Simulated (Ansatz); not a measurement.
## GaGeSb2: from a trial structure to a relaxed crystal

All numbers below come from DFT PBE, scalar-relativistic, plane waves, PAW in Ansatz 0.2.0. Cutoff 420 eV, Γ-centred k mesh, Gaussian smearing, no spin polarisation in the final step.

The start puts GaGeSb2 on the MAX phase (211) structure type (P6_3/mmc, No. 194), with Ga in place of Al, Ge in place of C, Sb in place of Cr, at a guessed volume.

```xyz
8
Lattice="3.5317 0.0000 0.0000 -1.7658 3.0585 0.0000 0.0000 0.0000 15.8061" Properties=species:S:1:pos:R:3 pbc="T T T"
Ga    0.0000    2.0390   11.8546
Ga    1.7658    1.0195    3.9515
Ge    0.0000    0.0000    7.9031
Ge    0.0000    0.0000    0.0000
Sb    0.0000    2.0390    6.5437
Sb    1.7658    1.0195   14.4468
Sb    1.7658    1.0195    9.2624
Sb    0.0000    2.0390    1.3593
```

Steps on the 6×6×1 mesh (8 atoms). 12 of 14 steps are shown, and the free energy counts from the last. Trial steps that were taken back and renewals of the plane-wave basis can be among the rows.

| step | ΔF (meV/atom) | V (Å³/atom) | P (GPa) | largest force component (eV/Å) |
| --- | --- | --- | --- | --- |
| 1 | 920.0 | 21.34 | 31.36 | 6.159 |
| 2 | 267.9 | 23.62 | 9.66 | 1.941 |
| 3 | 153.9 | 24.95 | 3.42 | 0.749 |
| 5 | 56.6 | 24.92 | -0.03 | 0.405 |
| 6 | 27.0 | 24.19 | 1.20 | 0.065 |
| 7 | 33.8 | 24.13 | 1.47 | 0.710 |
| 8 | 16.9 | 24.71 | -0.43 | 0.056 |
| 9 | 16.4 | 24.53 | -0.02 | 0.074 |
| 10 | 15.4 | 24.54 | -0.03 | 0.004 |
| 12 | 0.3 | 24.87 | 0.27 | 0.007 |
| 13 | 0.1 | 25.01 | 0.02 | 0.002 |
| 14 | 0.0 | 25.01 | 0.02 | 0.002 |

Steps on the 6×6×2 mesh (8 atoms). 4 of 4 steps are shown, and the free energy counts from the last.

```csv
step,ΔF (meV/atom),V (Å³/atom),P (GPa),largest force component (eV/Å)
1,7.4,25.01,0.30,0.027
2,3.1,25.21,-0.39,0.002
3,0.0,24.82,0.10,0.016
4,0.0,24.82,0.10,0.016
```

A final relaxation ran on a 12×12×4 mesh. The relaxed crystal, P6_3/mmc (No. 194):

```cif
data_structure
_symmetry_space_group_name_H-M 'P6_3/mmc'
_symmetry_Int_Tables_number 194
_cell_length_a 4.0738
_cell_length_b 4.0738
_cell_length_c 13.8870
_cell_angle_alpha 90.000
_cell_angle_beta 90.000
_cell_angle_gamma 120.000
_cell_volume 199.59
loop_
_atom_site_label
_atom_site_type_symbol
_atom_site_symmetry_multiplicity
_atom_site_Wyckoff_symbol
_atom_site_fract_x
_atom_site_fract_y
_atom_site_fract_z
_atom_site_occupancy
Ga1 Ga 2 d 0.33333 0.66667 0.75000 1
Ge1 Ge 2 a 0.00000 0.00000 0.50000 1
Sb1 Sb 4 f 0.33333 0.66667 0.37685 1
```

| Quantity | Value |
| --- | --- |
| Volume per atom | 24.95 Å³ |
| Density | 6.42 g/cm³ |
| Energy over the elements | 0.12 eV/atom |
| Gap on the 12×12×4 mesh | 0 eV (a metal) |

The zero of energy is the elements' standard structures at the same level; no fitted shifts are applied.

The final run used a 12×12×4 mesh on its 8-atom cell and 0.10 eV smearing. For metals, differences of a few meV/atom aren't resolved. Spin–orbit coupling is left out.

Symmetry constrained the relaxation, so the result can be a saddle point.

Cost: 4 runs of about 7.3 core-minutes in all, on Arm Neoverse V1 (shared hosts).